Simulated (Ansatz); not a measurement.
# Worked example: building the atomization energy of P₂, singlet

Measured: the G2/97 heats of formation, with zero-point and thermal terms from B3LYP taken off, give an electronic atomization energy of 117.2 kcal/mol (Curtiss et al., J. Chem. Phys. 106, 1063 (1997); Staroverov et al., J. Chem. Phys. 119, 12129 (2003)). The calculation below tries to reproduce it.

Geometry (MP2(full)/6-31G*, from the G2/97 set):

```xyz
2

P     0.0000    0.0000    0.0000
P     0.0000    0.0000    1.9323
```

Atomization energies (atoms less molecule, kcal/mol) from Ansatz 0.2.0, frozen cores, restricted molecule, unrestricted atoms (their steps beyond CCSDT(Q) from restricted open-shell runs), sets cc-pV(D+d)Z, cc-pV(T+d)Z, cc-pV(Q+d)Z:

```json
{"level": "HF", "DZ": "31.67", "TZ": "35.53", "QZ": "36.15"}
{"level": "CCSD(T)", "DZ": "92.34", "TZ": "105.08", "QZ": "111.20"}
{"level": "CCSDT", "DZ": "92.23", "TZ": "104.31", "QZ": "110.31"}
{"level": "CCSDT(Q)", "DZ": "93.39", "TZ": "105.88", "QZ": "112.02"}
{"level": "CCSDTQ", "DZ": "93.27", "TZ": "–", "QZ": "–"}
```

Extrapolate Hartree–Fock with exp(−5.46 √X) and the CCSD(T) correlation part with X⁻³ (X = 3, 4), add each higher step from the largest set that has it, and compare with the measured value.

Hartree–Fock: 36.15 + (36.15 − 35.53) × 0.301 = 36.34.
Correlation: TZ 69.55, QZ 75.05; (64 × 75.05 − 27 × 69.55) / 37 = 79.06.
Full triples (QZ): 110.31 − 111.20 = -0.89.
(Q) (QZ): 112.02 − 110.31 = 1.71.
Full quadruples (DZ): 93.27 − 93.39 = -0.12.
Sum: 116.1 kcal/mol, 1.1 below the measured 117.2.

The steps beyond CCSD(T) add 0.70 kcal/mol, while going from QZ to the limit adds 4.20. Core correlation, scalar relativity, spin–orbit terms and the relaxation from this MP2 geometry are missing from the sum, and the measured value has its own uncertainty.
